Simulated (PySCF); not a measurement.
Li2. Atoms are numbered in the order given.

```xyz
2

Li     0.0000     0.0000    -1.3729
Li     0.0000     0.0000     1.3729
```

The structure is a stationary point at PBE-D3(BJ)/def2-TZVPD.

All values below come from PBE-D3(BJ)/def2-TZVPD (PySCF 2.14.0).

Frequencies are harmonic and unscaled.

```
mode  ν (cm⁻¹)  IR (km/mol)  moving atoms (share of kinetic energy)
----  --------  -----------  --------------------------------------
1          322          0.0                                Li 100 %
```
